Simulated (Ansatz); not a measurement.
# C₂H₃S− (SMILES C=C[S-]): one structure at several levels

How do the functionals fare away from a minimum? The structure is a structure displaced at random from a GFN2-xTB minimum.

The runs use Ansatz 0.2.0, Gaussian basis; single points in def2-TZVPPD.

Correlated methods freeze the cores.

## (1) Starting geometry

SMILES `C=C[S-]`, 6 atoms, charge -1, spin multiplicity 1.

Atoms are counted from 1 here; the program's logs count them from 0.

Bond lengths: C1–C2 1.392 Å, C1–H4 1.122 Å, C1–H5 0.953 Å, C2–S3 1.801 Å, C2–H6 1.207 Å. Angles: C2–C1–H4 111.9°, C2–C1–H5 119.5°, H4–C1–H5 123.9°, C1–C2–S3 132.0°, C1–C2–H6 112.8°, S3–C2–H6 115.1°.

Geometry (Å):

```xyz
6

C    -0.4073    0.3212   -0.6549
C     0.3099   -0.0913    0.4640
S     0.8894   -1.7122    0.9937
H    -0.8131   -0.5486   -1.2364
H    -0.7856    1.1957   -0.6737
H     0.6218    0.8252    1.1841
```

## (2) CCSD(T)/def2-TZVPPD

File run/in.yaml:

```yaml
crystal:
  periodic: [false, false, false]
  atoms:
    - {symbol: C, position_ang: [-0.407300, 0.321200, -0.654900]}
    - {symbol: C, position_ang: [0.309900, -0.091300, 0.464000]}
    - {symbol: S, position_ang: [0.889400, -1.712200, 0.993700]}
    - {symbol: H, position_ang: [-0.813100, -0.548600, -1.236400]}
    - {symbol: H, position_ang: [-0.785600, 1.195700, -0.673700]}
    - {symbol: H, position_ang: [0.621800, 0.825200, 1.184100]}
basis:
  gaussian: {orbitals: "def2-TZVPPD.json"}
total_charge: -1
correlation: {method: ccsd_t}
output: {forces: true}
```

The basis file named in the input lies beside it (Basis Set Exchange, JSON).

No record of the launch command was kept for these runs.

## (3) PBE0-D4/def2-TZVPPD

Edit run/in.yaml of step 2 so:

```diff
@@ -12,3 +12,3 @@
 total_charge: -1
-correlation: {method: ccsd_t}
-output: {forces: true}
+hamiltonian: {xc: pbe0, dispersion: d4}
+output: {forces: true, orbitals: {seedname: orbitals}}
```

## (4) wB97M-V/def2-TZVPPD

Edit run/in.yaml of step 3 so:

```diff
@@ -12,3 +12,3 @@
 total_charge: -1
-hamiltonian: {xc: pbe0, dispersion: d4}
-output: {forces: true, orbitals: {seedname: orbitals}}
+hamiltonian: {xc: {name: wB97M-V}}
+output: {forces: true}
```

## (5) r2SCAN-D4/def2-TZVPPD

Edit run/in.yaml of step 4 so:

```diff
@@ -12,3 +12,3 @@
 total_charge: -1
-hamiltonian: {xc: {name: wB97M-V}}
+hamiltonian: {xc: r2scan, dispersion: d4}
 output: {forces: true}
```

## (6) PBE-D4/def2-TZVPPD

Edit run/in.yaml of step 5 so:

```diff
@@ -12,3 +12,3 @@
 total_charge: -1
-hamiltonian: {xc: r2scan, dispersion: d4}
+hamiltonian: {xc: pbe, dispersion: d4}
 output: {forces: true}
```

## (7) BLYP-D4/def2-TZVPPD

Edit run/in.yaml of step 6 so:

```diff
@@ -12,3 +12,3 @@
 total_charge: -1
-hamiltonian: {xc: pbe, dispersion: d4}
+hamiltonian: {xc: {name: BLYP}, dispersion: d4}
 output: {forces: true}
```

## (8) CAM-B3LYP-D4/def2-TZVPPD

Edit run/in.yaml of step 7 so:

```diff
@@ -12,3 +12,3 @@
 total_charge: -1
-hamiltonian: {xc: {name: BLYP}, dispersion: d4}
+hamiltonian: {xc: {name: CAM-B3LYP}, dispersion: d4}
 output: {forces: true}
```

(Steps that only read results are left out.)

**Question.** What will these runs give? Wanted: RMS force component; RMS force error; HOMO and LUMO, PBE0-D4; T1 diagnostic.

**Answer**, as computed:

| quantity | value |
| --- | --- |
| RMS force component | 2.697 to 2.842 eV/Å over the methods |
| RMS force error | PBE0-D4 0.208, wB97M-V 0.225, r2SCAN-D4 0.145, PBE-D4 0.159, BLYP-D4 0.120, CAM-B3LYP-D4 0.259 eV/Å |
| HOMO and LUMO, PBE0-D4 | -0.34 and 4.18 eV |
| T1 diagnostic | 0.016 |

On forces the order runs from BLYP-D4 to CAM-B3LYP-D4. Frozen-core CCSD(T) forces in triple zeta carry basis errors of their own, and this is one geometry, so small gaps rank nothing. The restricted Hartree–Fock reference is unstable towards an unrestricted one at one or more of these structures.
